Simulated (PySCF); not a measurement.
Gas-phase reaction: 2 SO₃ ⇌ S₂O + 5 O

Energies from PySCF (xtb for GFN2), thermal terms from the rigid-rotor harmonic-oscillator model, ideal gas at 1 bar. The comparison is the NASA 1993 polynomial table, which mixes measured and estimated data. After a fit of one offset per element over all species, the range-separated, M06-2X, PBE0/def2-QZVP and CCSD(T)/def2-TZVPP enthalpies, where run, lie to one side of the table for S₂O (+20 kJ/mol): a fault of the table's entry, another state or a shared error of the levels is possible; this was not checked at source. † marks an energy on the PBE0/def2-TZVP geometry and frequencies; other levels use their own. MP2 and CCSD(T) freeze the core. 6-31G* has spherical d functions here. Open shells (unrestricted): O (multiplicity 3, electronic degeneracy 9); the rest are closed-shell singlets. GFN2 has no spin-polarisation term. Spin-orbit splitting is ignored; it lowers the true energy and changes the entropy of O. B3LYP is the form with VWN-RPA correlation. MP2 isn't extrapolated to the basis-set limit; its ΔH°(298 K) is 1665.5 kJ in def2-SVP and 2077.9 kJ in def2-TZVPP. CCSD(T) isn't extrapolated to the basis-set limit; its ΔH°(298 K) is 1469.8 kJ in def2-SVP and 1858.0 kJ in def2-TZVPP. The harmonic model lacks anharmonicity and excited electronic states, which grow with temperature; levels with a mode under 35 cm⁻¹ are left out. The table's entry may be an old estimate for S₂O (not checked at source). Warning, large T1 diagnostic: S₂O (CCSD(T)/def2-TZVPP†).

```tsv
level	ΔH°(298 K), kJ	minus table	ΔG°(2500 K), kJ
table	1980.9	-	512.8
B3LYP/6-31G*	1699.5	-281.4	240.4
B3LYP/def2-TZVP†	1908.5	-72.4	435.3
CCSD(T)/def2-TZVPP†	1858.0	-122.9	384.8
GFN2-xTB	3686.9	1706.0	2234.2
MP2/def2-TZVPP†	2077.9	97.0	604.7
PBE/def2-TZVP†	2140.3	159.4	667.1
PBE0/def2-SVP†	1696.8	-284.1	223.6
PBE0/def2-TZVP	1948.9	-32.0	475.7
```
